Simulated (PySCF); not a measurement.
# C2H5ClO2: fields and orbitals

Aim: take C2H5ClO2 and find what binds its two fragments and analyse its density (charges, bond critical points, surface potential).

The runs use PySCF 2.14.0; levels as typed in each script, gas phase, geometry from GFN2-xTB.

## Step 1: Starting geometry

SMILES `Cl.CC(=O)O`, 10 atoms, charge 0, spin multiplicity 1.

Bond lengths: Cl1–H2 1.300 Å, C3–C4 1.495 Å, C3–H7 1.087 Å, C3–H8 1.088 Å, C3–H9 1.085 Å, C4–O5 1.211 Å, C4–O6 1.328 Å, O6–H10 0.971 Å. Angles: C4–C3–H7 109.7°, C4–C3–H8 108.6°, C4–C3–H9 110.3°, H7–C3–H8 107.9°, H7–C3–H9 110.8°, H8–C3–H9 109.5°, C3–C4–O5 125.4°, C3–C4–O6 112.7°, O5–C4–O6 121.8°, C4–O6–H10 111.1°.

Coordinates:

| atom | x (Å) | y (Å) | z (Å) |
| --- | --- | --- | --- |
| Cl1 | -2.4681 | -0.0245 | 0.0116 |
| H2 | -1.2709 | -0.5298 | -0.0213 |
| C3 | 1.0180 | 1.3833 | -0.0095 |
| C4 | 1.2715 | -0.0900 | -0.0045 |
| O5 | 0.4194 | -0.9491 | -0.0393 |
| O6 | 2.5656 | -0.3876 | 0.0332 |
| H7 | 1.6202 | 1.8604 | 0.7589 |
| H8 | 1.3250 | 1.7859 | -0.9728 |
| H9 | -0.0372 | 1.5838 | 0.1470 |
| H10 | 2.7041 | -1.3487 | 0.0247 |

## Step 2: Binding of the two fragments (HF/def2-svp)

input.py reads:

```python
import numpy as np
from pyscf import gto, scf, dft
from pyscf.scf import atom_ks, atom_hf
from scipy.linalg import block_diag
from pyscf.dispersion import dftd3

def solve(mol, dm0=None, hcore=None):
    mf = scf.UHF(mol) if mol.spin else scf.RHF(mol)
    mf = mf.density_fit(auxbasis='def2-universal-jkfit')
    mf.conv_tol, mf.max_cycle = 1e-8, 80
    if hcore is not None:
        mf.get_hcore = lambda *args: hcore
    mf.kernel(dm0)
    if not mf.converged:
        mf = mf.newton().run(mf.mo_coeff, mf.mo_occ, max_cycle=30)
    assert mf.converged, 'SCF not converged'
    return mf

mol = gto.M(atom='''
Cl    -2.46813    -0.02454     0.01157
H     -1.27088    -0.52984    -0.02128
C      1.01801     1.38326    -0.00946
C      1.27151    -0.09004    -0.00452
O      0.41939    -0.94913    -0.03932
O      2.56560    -0.38759     0.03317
H      1.62018     1.86038     0.75889
H      1.32496     1.78591    -0.97284
H     -0.03715     1.58380     0.14697
H      2.70414    -1.34868     0.02467
''', basis='def2-svp', charge=0, spin=0, verbose=4)
mol_a = gto.M(atom='''
Cl    -2.46813    -0.02454     0.01157
H     -1.27088    -0.52984    -0.02128
ghost-C      1.01801     1.38326    -0.00946
ghost-C      1.27151    -0.09004    -0.00452
ghost-O      0.41939    -0.94913    -0.03932
ghost-O      2.56560    -0.38759     0.03317
ghost-H      1.62018     1.86038     0.75889
ghost-H      1.32496     1.78591    -0.97284
ghost-H     -0.03715     1.58380     0.14697
ghost-H      2.70414    -1.34868     0.02467
''', basis='def2-svp', charge=0, spin=0, verbose=4)
mol_b = gto.M(atom='''
ghost-Cl    -2.46813    -0.02454     0.01157
ghost-H     -1.27088    -0.52984    -0.02128
C      1.01801     1.38326    -0.00946
C      1.27151    -0.09004    -0.00452
O      0.41939    -0.94913    -0.03932
O      2.56560    -0.38759     0.03317
H      1.62018     1.86038     0.75889
H      1.32496     1.78591    -0.97284
H     -0.03715     1.58380     0.14697
H      2.70414    -1.34868     0.02467
''', basis='def2-svp', charge=0, spin=0, verbose=4)
ab, a, b = solve(mol), solve(mol_a), solve(mol_b)
e_int = ab.e_tot - a.e_tot - b.e_tot
print('counterpoise-corrected interaction energy / kcal/mol', e_int * 627.5095)
def disp(atoms, charge):
    m = gto.M(atom=atoms, charge=charge, basis='sto-3g', spin=None, unit='Bohr', verbose=0)
    return dftd3.DFTD3Dispersion(m, xc='hf', version='d3bj').get_dispersion()['energy']
e_disp = disp(mol._atom, mol.charge) - disp(mol._atom[:2], mol_a.charge) - disp(mol._atom[2:], mol_b.charge)
print('D3(BJ) part / kcal/mol', e_disp * 627.5095)
# spherically averaged free atoms, for the promolecule
atm = scf.atom_hf.get_atm_nrhf(mol)
pro = block_diag(*[(atm[a[0]][2] * atm[a[0]][3]) @ atm[a[0]][2].T for a in mol._atom])
np.savez('result.npz', e_int=e_int, e_disp=e_disp, dm_a=a.make_rdm1(), dm_b=b.make_rdm1(), c=ab.mo_coeff, occ=ab.mo_occ, eps=ab.mo_energy, pro=pro, d=[f.dip_moment(verbose=0) for f in (ab, a, b)])
```

Command:

```console
> OMP_NUM_THREADS=1 python input.py
```

## Step 4: Density, bond paths and surface potential (HF/def2-svp)

input.py reads:

```python
import numpy as np
from pyscf import gto, scf, dft
from pyscf.scf import atom_ks, atom_hf
from scipy.linalg import block_diag

def solve(mol, dm0=None, hcore=None):
    mf = scf.UHF(mol) if mol.spin else scf.RHF(mol)
    mf = mf.density_fit(auxbasis='def2-universal-jkfit')
    mf.conv_tol, mf.max_cycle = 1e-8, 80
    if hcore is not None:
        mf.get_hcore = lambda *args: hcore
    mf.kernel(dm0)
    if not mf.converged:
        mf = mf.newton().run(mf.mo_coeff, mf.mo_occ, max_cycle=30)
    assert mf.converged, 'SCF not converged'
    return mf

mol = gto.M(atom='''
Cl    -2.46813    -0.02454     0.01157
H     -1.27088    -0.52984    -0.02128
C      1.01801     1.38326    -0.00946
C      1.27151    -0.09004    -0.00452
O      0.41939    -0.94913    -0.03932
O      2.56560    -0.38759     0.03317
H      1.62018     1.86038     0.75889
H      1.32496     1.78591    -0.97284
H     -0.03715     1.58380     0.14697
H      2.70414    -1.34868     0.02467
''', basis='def2-svp', charge=0, spin=0, verbose=4)
mf = solve(mol)
mf.analyze()
# spherically averaged free atoms, for the promolecule
atm = scf.atom_hf.get_atm_nrhf(mol)
pro = block_diag(*[(atm[a[0]][2] * atm[a[0]][3]) @ atm[a[0]][2].T for a in mol._atom])
np.savez('result.npz', e=mf.e_tot, c=mf.mo_coeff, occ=mf.mo_occ, eps=mf.mo_energy, pro=pro, dip=mf.dip_moment(verbose=0), s2=mf.spin_square()[0])
```

(Steps that only read results are left out.)

Q: Predict the outcome of this session. Wanted: interaction energy, counterpoise; dipole moment; HOMO, LUMO.

As calculated:

```
                                      quantity            value
interaction energy, counterpoise (HF/def2-svp)    -3.2 kcal/mol
                   dipole moment (HF/def2-svp)           4.17 D
                      HOMO, LUMO (HF/def2-svp)  -11.72, 4.20 eV
```

**Reading.** The counterpoise-corrected interaction energy of the frozen fragments is −3.2 kcal/mol without dispersion correction and −7.3 kcal/mol with D3(BJ). The pair geometry is semi-empirical, not a minimum at this level. At HF/def2-svp: The highest Hirshfeld charge is on C4 (+0.29 e), the lowest on O5 (−0.30 e). All values hold at the given geometry, in the gas phase.
